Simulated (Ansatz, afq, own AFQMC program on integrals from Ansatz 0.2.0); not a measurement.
HfH, quartet: AFQMC among the cluster methods

```yaml
atoms:
  - { symbol: Hf, position_ang: [0.0000, 0.0000, 0.0000] }
  - { symbol: H, position_ang: [0.0000, 0.0000, 2.9970] }
```

Basis def2-TZVP with its core potentials. Only valence electrons are correlated. AFQMC by an in-house program on the Cholesky factors that Ansatz 0.2.0 writes for its CCSD(T) run. ph-AFQMC/CISD is guided by a CISD state made of CCSD amplitudes; releasing the constraint for a short imaginary time cuts its bias at the price of noise, slowly where states lie close. Uncertainties: one standard error, sampling alone. No spin–orbit coupling. The metal's outer-core s and p shells are frozen, which shifts wave-function levels against functionals.

Determinant: ROHF, the one that the program's search chose, which needn't be the lowest solution. The geometry is a point of a scan.

Full CI on the same integrals is exact in this basis and with this determinant's frozen core.

Cautions: no spin-orbit coupling; outer-core shells of the metal frozen; lower spins were not checked; a spin-contaminated unrestricted determinant lies lower (UHF 556 meV lower, ⟨S²⟩ 3.94); the search met a lower determinant of the same kind, perhaps of another symmetry (183 meV lower), and this one is a saddle point; strong correlation (T1 0.053, weight of the determinant 0.88, largest double 0.10); the CCSD(T) amplitudes may be one of several solutions (largest double 0.10); the CCSDT(Q) amplitudes may be one of several solutions (largest double 0.12); the CCSDTQ amplitudes may be one of several solutions (largest double 0.19); the released energies have errors that jump between times, so the bars are unsure, so no released level is given (meV from the phaseless value at times in 1/Eh: -10 ± 3 at 0.60, -12.6 ± 1.6 at 1.20, -31 ± 16 at 2.00, -20.6 ± 1.3 at 3.00, -193 ± 163 at 4.20); CCSDTQ on the UHF determinant differs (68 meV lower), by its state or its frozen core.

- T1 diagnostic: 0.0525
- weight of the determinant in the CISD state: 0.877
- size of the correlated space: 5 electrons in 42 orbitals

Reference: full CI, correlation energy -2.126 eV.

| level | E − E(reference) (meV) | share of correlation (%) |
| --- | --- | --- |
| HF | 2126.1 | 0.00 |
| MP2 | 635.8 | 70.09 |
| CCSD | 127.9 | 93.98 |
| CCSD(T) | 46.9 | 97.80 |
| CCSDT | 6.7 | 99.68 |
| CCSDT(Q) | 2.5 | 99.88 |
| CCSDTQ | 0.2 | 99.99 |
| ph-AFQMC/HF | 332.2 ± 9.2 | 84.38 |
| ph-AFQMC/CISD | 48.9 ± 3.6 | 97.70 |

CCSDT and higher add their correlation energy to the determinant of the CCSD(T) run, since their own runs factorise the integrals more tightly (a shift of under 2 meV).
